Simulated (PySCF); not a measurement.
propene (C3H6), SMILES CC=C.

Geometry optimised at r2SCAN-D4/def2-TZVP.

Two levels are set side by side: PBE/def2-TZVPD (PySCF) and M06-2X/def2-TZVPD (PySCF). Same geometry, gas phase. Differences are taken from unrounded values.

```csv
quantity,M06-2X,PBE,PBE minus M06-2X
orbital gap (eV),9.27,5.58,-3.69
highest occupied level (eV),-8.59,-6.25,2.34
lowest empty level (eV),0.68,-0.67,-1.36
dipole moment (D),0.40,0.44,0.04
mean polarisability (bohr³),39.5,41.4,1.9
```

PBE's occupied levels lie high since its potential decays too fast outside the molecule; exact exchange lowers them and widens the gap. Loosely held outer electrons make PBE densities more polarisable. Differences between two approximate levels are no errors against the true value.

Rough cost on one machine, each run with all the roots and properties that it gave: M06-2X against PBE about 4 times.
